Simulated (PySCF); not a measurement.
# OF₂: triplet, from a bent start

Where does triplet OF₂ go from a bent start, is the end point a minimum, and what are its modes, charges and moments?

Method: B3LYP, basis O def2-TZVP, F def2-TZVP, no relativity, density fitting; program: PySCF 2.14.0.

**1. The system as given**

3 atoms, charge 0, spin multiplicity 3.

Bond lengths: O1–F2 1.270 Å, O1–F3 1.270 Å. Angles: F2–O1–F3 110.0°.

Z-matrix (Å, degrees; charge 0 multiplicity 3):
```
O
F  1 1.2700
F  1 1.2700 2 110.00
```

**2. First SCF at the start**

One driver script runs all steps and calls PySCF; scf.py shows how it sets up the SCF of each step. The optimiser is the driver's own. After this first run the driver tries any further starts and a stability analysis.

The input, scf.py:

```python
from pyscf import gto, scf, dft
mol = gto.M(atom='''
O      0.000000     0.000000     0.000000
F      1.040300     0.000000     0.728400
F     -1.040300     0.000000     0.728400''',
    basis={'O': 'def2-TZVP', 'F': 'def2-TZVP'},
    charge=0, spin=2)
mf = dft.UKS(mol, xc='B3LYP')
mf.grids.atom_grid = (50, 194)
aux = {'O': 'def2-universal-JKFIT', 'F': 'def2-universal-JKFIT'}
mf = mf.density_fit(auxbasis=aux)
mf.conv_tol = 1e-08
mf.diis_space = 10
mf.max_cycle = 60
mf.init_guess = 'minao'
mf.verbose = 4
mf.kernel()
```

On the command line:

```console
> OMP_NUM_THREADS=4 python axn.py task.json out
```

Further steps of the session: Relaxing the triplet from the bent start; Is it a minimum? Harmonic modes; Leaving the saddle point; Frequencies.

**Question.** What will these runs give? Wanted: minimum; geometry; wavenumbers; dipole moment; highest occupied, lowest empty level; polar-tensor charge of O1; zero-point energy; atomisation energy; ⟨S²⟩.

The runs gave:

```
                                          quantity                          value
                                           minimum                    triplet, Cs
                                          geometry                    O–F 1.331 Å
                                wavenumbers (cm⁻¹)  148 (a'), 328 (a'), 1114 (a')
                                     dipole moment                         2.07 D
highest occupied, lowest empty level (either spin)               -10.29, -6.55 eV
                         polar-tensor charge of O1                        +0.39 e
                                 zero-point energy                     9.5 kJ/mol
                               entropy at 298.15 K                277.9 J/(mol K)
         atomisation energy (no zero-point energy)                     275 kJ/mol
                                              ⟨S²⟩                          2.008
```

What this shows: From C2v at the start the molecule goes to a Cs minimum, after a stop at a saddle point 22.4 kJ/mol higher, from which it was pushed off along an imaginary mode. The strongest infrared band lies at 1114 cm⁻¹ (a'). Most of the spin sits on O1 (Mulliken spin 1.09, against 2 for the whole molecule). Only this shape and spin were tried, so other structures or states may lie lower.
